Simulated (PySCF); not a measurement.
Job file and geometry (Å, from GFN2-xTB) of an NMR shielding run on Nitryl fluoride, FNO2, GIAO PBE0/pcSseg-1 NMR shielding, non-relativistic, gas phase (PySCF 2.14.0, density-fitted response routines); density fitting, a coarse starting grid and PySCF grid level 2 are the driver's defaults:

```
$ OMP_NUM_THREADS=1 python probes_run.py task.json out

{"job": {"kind": "nmr", "xc": "PBE0", "basis": "pcSseg-1"}, "charge": 0, "multiplicity": 1}
O     -0.366344     1.104476     0.696192
N      0.114572     0.097629     0.437431
O      1.053477    -0.515018     0.672250
F     -0.791472    -0.682314    -0.539173
```

Question: What does the program print?

Answer: 
```
coarse grid: 4320 points
cycle   1  E = -304.2252517648  dE =  1.158e+00  |g| = 1.264e+00  |ddm| = 1.997e+00
cycle   2  E = -303.5731128839  dE =  6.521e-01  |g| = 2.448e+00  |ddm| = 1.598e+00
cycle   3  E = -304.4982993546  dE = -9.252e-01  |g| = 2.344e-01  |ddm| = 1.077e+00
cycle   4  E = -304.4994699635  dE = -1.171e-03  |g| = 2.250e-01  |ddm| = 2.519e-01
cycle   5  E = -304.5078036001  dE = -8.334e-03  |g| = 1.301e-02  |ddm| = 1.207e-01
cycle   6  E = -304.5078364671  dE = -3.287e-05  |g| = 2.567e-03  |ddm| = 8.808e-03
cycle   7  E = -304.5078375587  dE = -1.092e-06  |g| = 4.222e-04  |ddm| = 1.715e-03
final grid: 45016 points
cycle   8  E = -304.5560782212  dE =  1.910e-06  |g| = 1.201e-02  |ddm| = 1.105e-02
cycle   9  E = -304.5560261986  dE =  5.202e-05  |g| = 2.159e-02  |ddm| = 1.376e-02
cycle  10  E = -304.5561000760  dE = -7.388e-05  |g| = 1.729e-03  |ddm| = 9.512e-03
cycle  11  E = -304.5561004886  dE = -4.126e-07  |g| = 5.712e-04  |ddm| = 1.145e-03
cycle  12  E = -304.5561005415  dE = -5.286e-08  |g| = 1.528e-04  |ddm| = 3.832e-04
cycle  13  E = -304.5561005443  dE = -2.784e-09  |g| = 9.356e-05  |ddm| = 1.139e-04
cycle  14  E = -304.5561005459  dE = -1.578e-09  |g| = 1.049e-05  |ddm| = 5.633e-05
cycle  15  E = -304.5561005459  dE = -2.024e-11  |g| = 1.533e-06  |ddm| = 6.366e-06
converged SCF energy = -304.5561005459

GIAO shielding tensors (ppm)
atom      isotropic    diamagn.    paramagn.     s11        s22        s33       span
  0 O      -95.808     396.208    -492.015   -178.555   -137.683     28.814    207.369
  1 N      -47.374     304.270    -351.644   -217.553    -89.572    165.005    382.558
  2 O      -95.827     396.213    -492.040   -178.557   -137.715     28.792    207.349
  3 F     -333.474     475.645    -809.120   -712.672   -702.743    414.992   1127.664
```

Question: Turn these shieldings into chemical shifts. References, each an isolated molecule treated in the same way: 17O (σ = 336.08 ppm) vs H2O; 15N (σ = 267.73 ppm) vs NH3; 19F (σ = 170.95 ppm) against CFCl3.

Answer: Averaging equivalent atoms: O 0/2: 431.9; N 1: 315.1; F 3: 504.4 ppm. Unscaled 19F shifts against computed CFCl3 carry errors that often reach 10 to 50 ppm. Unscaled 17O shifts of doubly bonded oxygen tend to come out too high, by tens of ppm or more. Experimental scales use liquid or dissolved standards, which lie at an offset from isolated NH3 (liquid NH3: subtract about 20 ppm) and H2O (liquid H2O: subtract about 36 ppm). Unscaled 15N shifts of sp2 nitrogen come out 20 to 40 ppm too high even then.

Size and cost of the density-fitted run: 68 basis functions, 3.9 s wall time on 1 thread of an Arm Neoverse V1, shared host.
